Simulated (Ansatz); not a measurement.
The input, for Ansatz 0.2.0:

```yaml
crystal:
  periodic: [false, false, false]
  atoms:
    - {symbol: B, position_ang: [0.000000, 0.715616, 0.992391]}
    - {symbol: Si, position_ang: [0.000000, 0.025459, -0.685824]}
    - {symbol: C, position_ang: [0.000000, -0.688224, 0.892036]}
    - {symbol: H, position_ang: [0.000000, -0.184056, -2.163841]}
basis:
  gaussian: {orbitals: cc-pVDZ}
magnetization: {spin_polarized: false}
hamiltonian: {xc: hf}
frozen_core: true
output: {orbitals: {seedname: orbitals}}
```

```sh
$ ansatz run in.yaml --threads 1 --pin off --events-out ev --progress --plain --max-ram 2393MiB
```

How does this run end?

Refused. The input was made wrong on purpose (unknown input key), so the run isn't a sound calculation of what was asked.
```
Error: YAML parse error: error: line 12 column 1: unknown field `frozen_core`, expected one of crystal, accuracy, basis, kpoints, hamiltonian, magnetization, projection, total_charge, correlation, batch, efield, external_charges, scf, relax, neb, saddle, md, ramp, phonons, dielectric, real_time, elastic, magnetic_configurations, gw, evaluate, workflow, output, checkpoint, execution
  --> <input>:12:1
   |
10 | magnetization: {spin_polarized: false}
11 | hamiltonian: {xc: hf}
12 | frozen_core: true
   | ^ unknown field `frozen_core`, expected one of crystal, accuracy, basis, kpoints, hamiltonian, magnetization, projection, total_charge, correlation, batch, efield, external_charges, scf, relax, neb, saddle, md, ramp, phonons, dielectric, real_time, elastic, magnetic_configurations, gw, evaluate, workflow, output, checkpoint, execution
13 | output: {orbitals: {seedname: orbitals}}
   |
```
